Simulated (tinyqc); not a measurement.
Worked calculation: MP2 on RHF in the sto-3g basis, for HF, spin multiplicity 1. One step of it, computed by the program tinyqc.

Question. Second-order Moller-Plesset energy. E2 = sum_ijab (ia|jb) [2 (ia|jb) - (ib|ja)] / (e_i + e_j - e_a - e_b) over occupied i, j and virtual a, b; the opposite-spin part is (ia|jb)^2 / denominator, the rest is same-spin, and SCS-MP2 scales them by 6/5 and 1/3.

orbital energies (hartree): MO1 -25.914650, MO2 -1.433300, MO3 -0.535119, MO4 -0.462000, MO5 -0.462000, MO6 0.477816

Two-electron integrals over orbitals (pq|rs), unique and non-zero (hartree):
```
p,q,r,s,(pq|rs)
1,1,1,1,5.363568
2,1,1,1,-0.514130
2,1,2,1,0.077781
2,2,1,1,1.217044
2,2,2,1,-0.021460
2,2,2,2,0.862369
3,1,1,1,0.130926
3,1,2,1,-0.018708
3,1,2,2,0.009638
3,1,3,1,0.019900
3,2,1,1,-0.136828
3,2,2,1,0.006831
3,2,2,2,-0.037071
3,2,3,1,0.020767
3,2,3,2,0.148461
3,3,1,1,0.943086
3,3,2,1,-0.009553
3,3,2,2,0.725755
3,3,3,1,-0.003588
3,3,3,2,-0.029613
3,3,3,3,0.719070
4,1,4,1,0.029566
4,2,4,1,0.039639
4,2,4,2,0.185477
4,3,4,1,-0.009229
4,3,4,2,-0.035723
4,3,4,3,0.041096
4,4,1,1,1.264017
4,4,2,1,-0.014785
4,4,2,2,0.886769
4,4,3,1,0.003831
4,4,3,2,-0.074339
4,4,3,3,0.716445
4,4,4,4,0.997514
5,1,5,1,0.029566
5,2,5,1,0.039639
5,2,5,2,0.185477
5,3,5,1,-0.009229
5,3,5,2,-0.035723
5,3,5,3,0.041096
5,4,5,4,0.053770
5,5,1,1,1.264017
5,5,2,1,-0.014785
5,5,2,2,0.886769
5,5,3,1,0.003831
5,5,3,2,-0.074339
5,5,3,3,0.716445
5,5,4,4,0.889973
5,5,5,5,0.997514
6,1,1,1,0.136682
6,1,2,1,-0.022024
6,1,2,2,0.001831
6,1,3,1,-0.010590
6,1,3,2,-0.024310
6,1,3,3,0.008775
6,1,4,4,0.003857
6,1,5,5,0.003857
6,1,6,1,0.022645
6,2,1,1,-0.199474
6,2,2,1,0.004812
6,2,2,2,-0.108603
6,2,3,1,-0.020068
6,2,3,2,-0.062515
6,2,3,3,-0.028014
6,2,4,4,-0.106546
6,2,5,5,-0.106546
6,2,6,1,0.017543
6,2,6,2,0.093299
6,3,1,1,-0.389994
6,3,2,1,0.006663
6,3,2,2,-0.201912
6,3,3,1,0.001833
6,3,3,2,0.090807
6,3,3,3,-0.108126
6,3,4,4,-0.221397
6,3,5,5,-0.221397
6,3,6,1,-0.005754
6,3,6,2,0.047643
6,3,6,3,0.204558
6,4,4,1,-0.008861
6,4,4,2,-0.035679
6,4,4,3,-0.018874
6,4,6,4,0.030286
6,5,5,1,-0.008861
6,5,5,2,-0.035679
6,5,5,3,-0.018874
6,5,6,5,0.030286
6,6,1,1,0.864858
6,6,2,1,-0.009103
6,6,2,2,0.660771
6,6,3,1,0.013009
6,6,3,2,0.058628
6,6,3,3,0.662767
6,6,4,4,0.639168
6,6,5,5,0.639168
6,6,6,1,-0.008635
6,6,6,2,-0.061225
6,6,6,3,-0.020146
6,6,6,6,0.697470
```

Hartree-Fock energy = -98.55717747 hartree

Give: Terms; Pair energies; MP2 correlation energy; SCS-MP2 correlation energy; MP2 total energy.

Answer.

Terms:
```
i,j,a,b,(ia|jb),(ib|ja),denominator,term
3,3,6,6,0.2046,0.2046,-2.0259,-0.0207
2,2,6,6,0.0933,0.0933,-3.8222,-0.0023
2,3,6,6,0.0476,0.0476,-2.9241,-0.0008
3,2,6,6,0.0476,0.0476,-2.9241,-0.0008
4,4,6,6,0.0303,0.0303,-1.8796,-4.88e-04
5,5,6,6,0.0303,0.0303,-1.8796,-4.88e-04
1,2,6,6,0.0175,0.0175,-28.3036,-1.09e-05
2,1,6,6,0.0175,0.0175,-28.3036,-1.09e-05
1,1,6,6,0.0226,0.0226,-52.7849,-9.72e-06
1,3,6,6,-0.0058,-0.0058,-27.4054,-1.21e-06
3,1,6,6,-0.0058,-0.0058,-27.4054,-1.21e-06
```

Pair energies (hartree; pair i-j sums ij and ji):
```
pair,opposite spin,same spin
1-1,-9.72e-06,0.0000
2-1,-2.17e-05,0.0000
2-2,-0.0023,0.0000
3-1,-2.42e-06,0.0000
3-2,-0.0016,0.0000
3-3,-0.0207,0.0000
4-4,-4.88e-04,0.0000
5-5,-4.88e-04,0.0000
```

MP2 correlation energy = -0.025495 hartree

SCS-MP2 correlation energy = -0.030594 hartree

MP2 total energy = -98.582672 hartree
